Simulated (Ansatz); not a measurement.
This script for Ansatz's Python interface starts 5 runs on BH4N2, SMILES N[B]N. What input does the engine get in each?

The script, `relaxed_scan_bh4n2.py`:
```python
"""Relaxed scan of one distance in BH4N2."""

import ansatz
import numpy as np

BASIS_SET = "def2-SVP"
FUNCTIONAL = "PBE0"
DISPERSION = "d4"

molecule = (
    ansatz.Crystal.molecule()
    .atom("N", [-0.7188, 0.0269, -0.9342])
    .atom("B", [-0.3688, -0.6704, 0.3201])
    .atom("N", [0.9341, -0.3702, 0.9803])
    .atom("H", [-1.6476, -0.2555, -1.2053])
    .atom("H", [-0.8576, 1.0744, -0.7125])
    .atom("H", [0.979, 0.6641, 1.2181])
    .atom("H", [1.741, -0.5374, 0.2878])
)

model = (
    molecule.calculation()
    .basis(gaussian=BASIS_SET)
    .functional(FUNCTIONAL, dispersion=DISPERSION)
    .spin("collinear", total=1)
)
symbols = [site.symbol for site in molecule.cartesian_sites]
pairs = [(0, 1), (0, 3), (0, 4), (1, 2), (2, 5), (2, 6)]
print("held (A)   E (eV)        ", "  ".join(f"{symbols[i]}{i}-{symbols[j]}{j}" for i, j in pairs))
for length in [0.99, 1.08, 1.16, 1.29, 1.45]:
    summary = model.relax(constraints=[ansatz.DistanceConstraint((2, 6), at=length)], force_tolerance=0.02, max_steps=60).run().report
    xyz = np.array(summary["positions_ang"])
    print(f"{length:6.2f} {summary['free_energy_ev']:14.5f}  ", "  ".join(f"{np.linalg.norm(xyz[i] - xyz[j]):.3f}" for i, j in pairs))
```

Run 1:
```yaml
crystal:
  periodic: [false, false, false]
  atoms:
    - { symbol: "N", position_ang: [-0.7188, 0.0269, -0.9342] }
    - { symbol: B, position_ang: [-0.3688, -0.6704, 0.3201] }
    - { symbol: "N", position_ang: [0.9341, -0.3702, 0.9803] }
    - { symbol: H, position_ang: [-1.6476, -0.2555, -1.2053] }
    - { symbol: H, position_ang: [-0.8576, 1.0744, -0.7125] }
    - { symbol: H, position_ang: [0.979, 0.6641, 1.2181] }
    - { symbol: H, position_ang: [1.741, -0.5374, 0.2878] }
basis:
  gaussian:
    orbitals: def2-SVP
hamiltonian:
  xc: pbe0
  dispersion: d4
magnetization:
  spin_polarized: true
  initial_magnetization: 1.0
relax:
  f_tol: 0.02
  max_steps: 60
  constraints:
    - { distance: [2, 6], at: 0.99 }
```

Run 2, against run 1:
```diff
-    - { distance: [2, 6], at: 0.99 }
+    - { distance: [2, 6], at: 1.08 }
```

Run 3, against run 1:
```diff
-    - { distance: [2, 6], at: 0.99 }
+    - { distance: [2, 6], at: 1.16 }
```

Run 4, against run 1:
```diff
-    - { distance: [2, 6], at: 0.99 }
+    - { distance: [2, 6], at: 1.29 }
```

Run 5, against run 1:
```diff
-    - { distance: [2, 6], at: 0.99 }
+    - { distance: [2, 6], at: 1.45 }
```

Output of `python relaxed_scan_bh4n2.py`:
```text
held (A)   E (eV)         N0-B1  N0-H3  N0-H4  B1-N2  N2-H5  N2-H6
DeckWarning: relax.constraints: the input's atoms, or those drawn, lie off the distances that are held; a relaxation that starts there is brought onto them ahead of its first SCF, by positions alone, [...]
  0.99    -3714.54453   1.401  1.009  1.016  1.401  1.016  0.990
  1.08    -3714.44988   1.401  1.009  1.016  1.400  1.016  1.080
  1.16    -3714.15340   1.402  1.009  1.016  1.399  1.015  1.160
  1.29    -3713.46524   1.401  1.009  1.015  1.398  1.015  1.290
  1.45    -3712.53737   1.400  1.009  1.015  1.400  1.017  1.450
```
(Warnings from the package without file and line, shortened, repeats left out.)

The settings weren't tested for convergence. The energies are electronic: no zero-point or thermal terms, and the basis set is short of its limit. The run takes the species as open-shell (spin multiplicity 2), which needn't be its ground state. The whole script took 110 s on 1 thread of Arm Neoverse V2, with other jobs on the host, peak memory 0.21 GiB.
